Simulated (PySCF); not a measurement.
Electrostatic solvation of a mixed set.

Level: wB97X-D/pcSseg-2 in PySCF, non-relativistic, each on one gas-phase PBE0-D3(BJ)/def2-TZVP geometry that isn't relaxed in the solvent. The solvent is an IEF-PCM continuum (Bondi radii, 1.10 Å for H, scaled by 1.2). Only the electrostatic response of the medium enters.

Question: Order them by E(solvent) − E(gas) in chloroform (ε = 4.711), most negative first (kcal/mol).
A. `FOF`
B. `[CH3:1][Si:2]([CH3:3])([OH:4])[OH:5]` with C1–Si2–O4–H -60°, C1–Si2–O5–H -127°
C. 2-chloropyrimidine (`Clc1ncccn1`)
D. `[CH3:1][O:2][C:3](=[O:4])[c:5]1[cH:6][cH:7][cH:8][s:9]1` with C1–O2–C3–O4 0°, O2–C3–C5–C6 180°
E. `Clc1cnccn1` (chloropyrazine)

Answer: B (-5.2), C (-4.5), D (-4.3), E (-3.6), A (-0.2).

```
        SMILES  charge  ΔE (kcal/mol)  polarisation term (kcal/mol)  HOMO shift (eV)  dipole gas (D)  dipole solvent (D)  atoms
  C[Si](C)(O)O       0           -5.2                          -5.6            +0.06            1.78                2.16     13
    Clc1ncccn1       0           -4.5                          -5.3            -0.04            3.89                4.93     10
COC(=O)c1cccs1       0           -4.3                          -4.8            +0.01            1.77                2.28     15
    Clc1cnccn1       0           -3.6                          -4.0            +0.10            1.51                1.90     10
           FOF       0           -0.2                          -0.2            +0.05            0.29                0.33      3
```

The polarisation term is half the interaction of the solute with the induced surface charges.

The pairwise dispersion term of wB97X-D wasn't added to the energies; at a given geometry it leaves orbitals and properties as they are.
